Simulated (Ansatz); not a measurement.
# C2HCl2+ (SMILES Cl[C+]=CCl): functionals against CCSD(T) at one geometry

The task here is to estimate one member of a computed series from the others.

The runs use Ansatz 0.2.0, Gaussian basis; single points in def2-TZVPP.

Cores are frozen in the correlated methods.

### The system as given

SMILES `Cl[C+]=CCl`, 5 atoms, charge 1, spin multiplicity 1.

Atoms are counted from 1 here; the program's logs count them from 0.

Bond lengths: Cl1–C2 1.565 Å, C2–C3 1.308 Å, C3–Cl4 1.601 Å, C3–H5 1.114 Å. Angles: Cl1–C2–C3 174.3°, C2–C3–Cl4 137.3°, C2–C3–H5 109.0°, Cl4–C3–H5 113.6°.

As a file:

```xyz
5

Cl   -0.6143   -1.7203    1.4714
C    -0.2849   -0.5515    0.4842
C     0.1109    0.3785   -0.3459
Cl   -0.5597    1.3642   -1.4139
H     1.2064    0.5343   -0.2212
```

The first run:

Contents of run/in.yaml:

```yaml
crystal:
  periodic: [false, false, false]
  atoms:
    - {symbol: Cl, position_ang: [-0.614292, -1.720298, 1.471362]}
    - {symbol: C, position_ang: [-0.284921, -0.551506, 0.484167]}
    - {symbol: C, position_ang: [0.110896, 0.378542, -0.345899]}
    - {symbol: Cl, position_ang: [-0.559736, 1.364205, -1.413925]}
    - {symbol: H, position_ang: [1.206410, 0.534302, -0.221232]}
basis:
  gaussian: {orbitals: def2-TZVPP}
total_charge: 1
hamiltonian: {xc: pbe, dispersion: d4}
output: {forces: true}
```

Started as:

```
> ansatz run in.yaml --threads 2 --pin off --events-out ev --progress --plain --max-ram 3481MiB
```

Steps of the session up to this table: PBE-D4/def2-TZVPP; r2SCAN-D4/def2-TZVPP; PBE0-D4/def2-TZVPP; wB97M-V/def2-TZVPP; CCSD(T)/def2-TZVPP.

One table of the session follows, with a row left open; its other results are not shown here.

```
   method  RMS force component (eV/Å)  angle to CCSD(T) forces (°)
   PBE-D4                       1.003                          9.9
r2SCAN-D4                           ?                            ?
  PBE0-D4                       1.056                         13.6
  wB97M-V                       1.227                         12.4
  CCSD(T)                       1.163                    reference
```

Q: Estimate the row for r2SCAN-D4 from the others.

The run gave: RMS force component (eV/Å): 1.024; angle to CCSD(T) forces (°): 10.7. In the column «RMS force component (eV/Å)» it lies between PBE-D4 (1.003) and PBE0-D4 (1.056).
